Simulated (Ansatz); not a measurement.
The input, for Ansatz 0.2.0:

```yaml
crystal:
  periodic: [false, false, false]
  atoms:
    - {symbol: Al, position_ang: [0.000000, 0.004396, 0.459429]}
    - {symbol: Li, position_ang: [0.000000, 0.004396, -2.179393]}
    - {symbol: H, position_ang: [0.000000, 1.155518, 1.297698]}
    - {symbol: H, position_ang: [0.000000, -1.303466, 1.411838]}
basis:
  gaussian: {orbitals: 6-31G}
hamiltonian: {xc: {name: wB97X-V}}
```

```sh
$ ansatz run in.yaml --threads 1 --pin off --events-out ev --progress --plain --max-ram 2393MiB
```

Output:

```
      + integral(e_c_pw_opposite_spin*poly(b97_u_opposite, cos0, cos1)) + vv10(b, c)
328 factors; integrals over basis functions are off by at most 1.5e-4 eV
155 factors; integrals over basis functions are off by at most 3.0e-5 eV
mean field evaluation 1: about -6830.0218 eV, gradient 7.5e0 eV
mean field evaluation 2: about -6830.3782 eV, gradient 1.5e0 eV
mean field evaluation 4: about -6830.3953 eV, gradient 4.1e-1 eV
mean field evaluation 8: about -6830.3980 eV, gradient 7.2e-3 eV
mean field -6830.39798138 eV, -251.0124960058 hartree, gradient 2.5e-5 eV, S^2 0.000000; 0 other end points of the search recorded, 0 dependent functions left out
reference -6830.39797923 eV, -251.0124959266 hartree; 9, 9 occupied and 17, 17 virtual orbitals, 328 factors
Total energy: -6830.39797923 eV, -251.0124959266 hartree
```

Ran on 1 thread of Arm Neoverse N1, shared host: 4.4 s wall, 0.15 GiB peak host memory.
